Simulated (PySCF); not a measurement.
Species: 3-butyn-2-one, C₄H₄O.
InChI=1S/C4H4O/c1-3-4(2)5/h1H,2H3

Method: PySCF 2.14.0, density-fitted response routines, TDDFT PBE0/def2-SVPD, vertical, gas phase, core orbitals frozen in the response. Isolated species at its PBE0-D3(BJ)/def2-SVP geometry, gas phase.

Each state is given a Gaussian of 0.4 eV full width at half maximum, with ε(max) = 2.175×10⁸ f / Δν̃ (Δν̃ the width in cm⁻¹). The cross-section is σ = 3.8235×10⁻²¹ ε cm², given in Mb (10⁻¹⁸ cm²). The width is an assumption, not a result. The curve ends short of the highest state used, and states not computed would add to its high-energy end.

```
E (eV)  σ (Mb)
  3.36    0.00
  3.44    0.00
  3.52    0.00
  3.60    0.00
  3.67    0.01
  3.75    0.02
  3.83    0.03
  3.91    0.03
  3.99    0.03
  4.07    0.03
  4.15    0.02
  4.23    0.01
  4.31    0.00
  4.38    0.00
  4.46    0.00
  4.54    0.00
  4.62    0.00
  4.70    0.00
  4.78    0.00
  4.86    0.00
  4.94    0.00
  5.02    0.00
  5.09    0.00
  5.17    0.00
  5.25    0.02
  5.33    0.12
  5.41    0.51
  5.49    1.69
  5.57    4.49
  5.65    9.58
  5.73   16.35
  5.80   21.77
  5.88   24.52
  5.96   22.12
  6.04   15.99
  6.12    9.26
  6.20    4.29
  6.28    1.60
  6.36    0.48
  6.44    0.12
  6.52    0.03
  6.59    0.04
  6.67    0.14
  6.75    0.42
  6.83    0.99
  6.91    1.87
  6.99    2.84
  7.07    3.47
  7.15    3.50
  7.23    3.05
  7.30    2.61
  7.38    2.35
  7.46    2.29
  7.54    2.16
  7.62    1.78
  7.70    1.34
```

Task: Locate the maxima and give the states behind the curve.

Result: 313 nm (3.96 eV), ε about 8.8, made up of S1 (100%); 211 nm (5.88 eV), ε about 6400, made up of S3 (100%); 174 nm (7.11 eV), ε about 930, made up of S5 (96%) (ε in L mol⁻¹ cm⁻¹; maxima over ε = 5, shares over 10%). The states used: S1 3.96 eV (f 0.0001); S2 5.04 eV (f 0.0000); S3 5.88 eV (f 0.095); S4 7.07 eV (f 0.0000); S5 7.10 eV (f 0.013); S6 7.52 eV (f 0.0080); S7 8.15 eV (f 0.0027); S8 8.15 eV (f 0.0039); S9 8.29 eV (f 0.017); S10 8.30 eV (f 0.213).

Task: On this curve, what absorbance would a 10⁻⁴ mol/L sample give at 308 nm over a 1 cm path?

Result: 308 nm is 4.025 eV, where ε is about 8.1 L mol⁻¹ cm⁻¹, so A = ε c l ≈ 0.00081 (Beer–Lambert, with the gas-phase spectrum and the assumed width).

Task: What would ε be at 5.88 eV, the highest of these maxima, with half the width (0.2 eV)?

Result: About 12800 L mol⁻¹ cm⁻¹ against 6410, a factor of about 2.00; a lone state at its own centre would give exactly 2.

Task: Coming from long wavelengths, where does ε first pass 100 L mol⁻¹ cm⁻¹?

Result: At about 230 nm (5.39 eV), 1.44 eV above S1.

All these states lie below the vertical ionisation energy of 10.10 eV (ΔSCF).
